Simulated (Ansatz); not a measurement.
```yaml
crystal:
  periodic: [false, false, false]
  atoms:
    - {symbol: N, position_ang: [-0.037667, -1.756640, -0.653584]}
    - {symbol: C, position_ang: [0.088720, -0.704952, 0.157556]}
    - {symbol: N, position_ang: [0.399565, -0.608536, 1.404117]}
    - {symbol: C, position_ang: [0.279057, 0.913798, 1.206964]}
    - {symbol: C, position_ang: [-0.042832, 0.794731, -0.076091]}
    - {symbol: O, position_ang: [-0.351727, 1.506344, -1.171455]}
    - {symbol: H, position_ang: [0.038492, -2.685221, -0.274167]}
    - {symbol: H, position_ang: [-0.403653, -1.637668, -1.579215]}
    - {symbol: H, position_ang: [0.435426, 1.681331, 1.949152]}
    - {symbol: H, position_ang: [-0.322280, 2.445813, -0.960377]}
basis:
  gaussian: {orbitals: x2c-TZVPPall}
hamiltonian: {xc: {name: PBE-QIDH}}
output: {forces: true}
```

```sh
$ ansatz run in.yaml --threads 4 --pin off --events-out ev --progress --plain --max-ram 10444MiB
```

Output, abridged:

```
Functional definition: PBE-QIDH
1500 factors; integrals over basis functions are off by at most 1.0e-3 eV
mean field evaluation 1: about -8179.7780 eV, gradient 5.0e1 eV
mean field evaluation 2: about -8180.0752 eV, gradient 5.0e1 eV
mean field evaluation 4: about -8185.0260 eV, gradient 7.5e0 eV
mean field evaluation 8: about -8185.1574 eV, gradient 6.4e-1 eV
mean field evaluation 16: about -8185.1587 eV, gradient 2.8e-3 eV
mean field -8185.15871578 eV, -300.7990347049 hartree, gradient 6.9e-6 eV, S^2 0.000000; 0 other end points of the search recorded, 0 dependent functions left out; unrestricted orbitals would lower it
6 core orbitals not correlated: weight in the atoms' cores, before any rotation towards them, 1.000 or more for the frozen orbitals, at most 0.000 for the correlated occupied ones
reference -8185.15872646 eV, -300.7990350974 hartree; 16, 16 occupied and 220, 220 virtual orbitals, 1500 factors
second order -34.02708210 eV of doubles, -0.00000000 eV of singles
Total energy: -8196.50108716 eV, -301.2158591651 hartree
Relativity: scalar
Atom 0 at    -0.037667    -1.756640    -0.653584 Å, force    -0.031153    -0.107565    -0.075015 eV/Å
Atom 1 at     0.088720    -0.704952     0.157556 Å, force     0.007908     0.094142     0.092633 eV/Å
Atom 2 at     0.399565    -0.608536     1.404117 Å, force    -0.044616     0.086440    -0.163859 eV/Å
Atom 3 at     0.279057     0.913798     1.206964 Å, force     0.008953    -0.011997     0.031473 eV/Å
Atom 4 at    -0.042832     0.794731    -0.076091 Å, force    -0.007783    -0.035378    -0.055256 eV/Å
Atom 5 at    -0.351727     1.506344    -1.171455 Å, force     0.045756     0.247739     0.200813 eV/Å
Atom 6 at     0.038492    -2.685221    -0.274167 Å, force    -0.026995     0.246233    -0.082429 eV/Å
Atom 7 at    -0.403653    -1.637668    -1.579215 Å, force     0.081062    -0.016945     0.238604 eV/Å
Atom 8 at     0.435426     1.681331     1.949152 Å, force    -0.028438    -0.143367    -0.134138 eV/Å
Atom 9 at    -0.322280     2.445813    -0.960377 Å, force    -0.004694    -0.359302    -0.052827 eV/Å
Dipole moment:    -0.200907     0.156919    -0.568700 e Å
```

It took 11 s on 4 threads of an Arm Neoverse V2 on a shared host, with 0.79 GiB of host memory at the peak.
